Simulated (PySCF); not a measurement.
Structure problem from calculated spectra and properties.

Formula: C2H3Cl3.

| Property | Result |
| --- | --- |
| Rotational structure | rotational constants A, B, C: 3.566, 1.477, 1.080 GHz [PBE0-D3(BJ)/def2-SVP] |
| XPS | Cl2p3/2 206.5, Cl2p3/2 206.6 (×2), C1s 293.2, C1s 294.4, Cl1s 2829.1, Cl1s 2829.2 (×2) eV [ΔSCF SCAN, pcX-2 on the ionised atom, pcseg-1 elsewhere, spin-free X2C, 2p3/2 from a spin–orbit splitting computed afterwards within the 2p shell] |
| 1H NMR | chemical shifts (computed TMS as zero) by class: 5.72 (1 H), 3.74 (2 H) ppm [GIAO B3LYP/pcSseg-2] |
| Dipole | 1.34 D [B3LYP/pcSseg-2] |
| NMR, other nuclei | isotropic shieldings of nuclei other than C and H, by class: 652 (2 Cl), 799 (1 Cl) ppm [GIAO B3LYP/pcSseg-2] |
| 13C NMR | chemical shifts (computed TMS as zero) by class: 89.5 (1 C), 59.1 (1 C) ppm [GIAO B3LYP/pcSseg-2] |

Electronic properties: PySCF, gas phase, density fitting. Levels stand in brackets. One conformer (not necessarily the lowest) at the PBE0-D3(BJ)/def2-SVP geometry, without solvent, vibrations or thermal averaging. NMR values are class means; diastereotopic atoms form classes of their own.

Task: Give a SMILES that accounts for the data.

Result: Numbering: `[Cl:1][CH2:2][CH:3]([Cl:4])[Cl:5]`. Its formula, C2H3Cl3, gives 0 degrees of unsaturation, so no ring and no π bond. 2 carbons fall into 2 classes; from least to most shielded: CHCl2 carbon [C3] (89.5 ppm), sp3 C–Cl carbon [C2] (59.1 ppm). Hydrogen classes from least to most shielded: 1 H on a CHCl2 carbon, C3 (5.72 ppm), 2 H on an sp3 C–Cl carbon, C2 (3.74 ppm). The other shieldings belong to: 652 ppm, alkyl chlorine [Cl4/Cl5]; 799 ppm, alkyl chlorine [Cl1]. The core levels belong to: Cl2p3/2 206.5 eV, alkyl chlorine [Cl1]; Cl2p3/2 206.6 eV, alkyl chlorine [Cl4/Cl5]; C1s 293.2 eV, sp3 C–Cl carbon [C2]; C1s 294.4 eV, CHCl2 carbon [C3]; Cl1s 2829.1 eV, alkyl chlorine [Cl1]; Cl1s 2829.2 eV, alkyl chlorine [Cl4/Cl5]. One atom of each topological class was ionised and stands for its class. The optimised geometry has point group C1 and is an asymmetric top. Structure: 1,1,2-trichloroethane (`ClCC(Cl)Cl`). Computed isomers that give other values at the same levels: `CC(Cl)(Cl)Cl` (core binding energies: Cl2p3/2 206.6 (×3), C1s 291.9, C1s 295.4, Cl1s 2829.2 (×3) eV). The assignments are read from this structure; whether some other isomer fits the data as well wasn't checked. NMR values of atoms bound to several Cl lack the spin–orbit term that these neighbours bring.

The values belong to the conformer `[Cl:1][CH2:2][CH:3]([Cl:4])[Cl:5]`: Cl1–C2–C3–Cl4 -64°.
